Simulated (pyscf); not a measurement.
HAs=AsH + H₂O → HO–AsH–AsH₂, an addition across a multiple bond or ene-type step (singlet surface; H–O broken, As–O, As–H formed). Structures and frequencies: ωB97X-D3(BJ)/def2-SVP in PySCF. MP2 and CC: frozen core, UHF for open shells. ΔMP2 is the change of the MP2 total energy from the triple- to the quadruple-zeta basis. Energies in eV from the separated reactants.

Small-basis levels: PySCF, no dispersion term, spherical d functions. AM1 to PM7: differences of heats of formation from MOPAC. GFN2-xTB: tblite. Cost: rough CPU time at the saddle relative to B3LYP/6-31G*+LANL2DZ, from one job on a shared machine.

```tsv
level	barrier	reaction energy	cost
MP2/6-31G*+LANL2DZ	0.98	-0.41	0.2
SVWN5/6-31G*+LANL2DZ	-0.01	-0.72	1.0
BP86/6-31G*+LANL2DZ	0.56	-0.43	1
B3LYP/STO-3G	-0.48	-1.93	1
B3LYP/3-21G	-0.14	-1.07	1
B3LYP/LANL2DZ	0.67	-0.43	1.0
B3LYP/6-31G*+LANL2DZ	0.78	-0.45	1
M06-2X/6-31G*+LANL2DZ	0.66	-0.61	2
B3LYP/6-311+G**+LANL2DZ	1.04	-0.24	1
GFN2-xTB	1.02	-1.29	under 0.02
AM1	0.71	-0.74	under 0.02
PM6	0.59	-0.78	under 0.02
CCSD(T)/def2-TZVPP + ΔMP2(QZVPP)	1.12	-0.30	–
```

Against the last row the barrier runs from -1.60 (B3LYP/STO-3G) to -0.08 eV (B3LYP/6-311+G**+LANL2DZ). At SVWN5/6-31G*+LANL2DZ, B3LYP/STO-3G, B3LYP/3-21G this geometry lies under one side, so the entry may be no barrier of that level: it is a single point on another level's saddle. CCSD(T)/def2-TZVPP + ΔMP2(QZVPP) has limits of its own. One saddle was located; it need not be the lowest between these sides. The CCSD(T) − MP2 part came from Ansatz, without density fitting, on the same reference. The frozen core leaves the outer d or s,p core shells of the metals and heavy elements correlated in the MP2 and CC values, and def2-TZVPP describes them poorly, which can shift differences by a few kcal/mol. In the def2 sets elements up to Kr have no core potential.
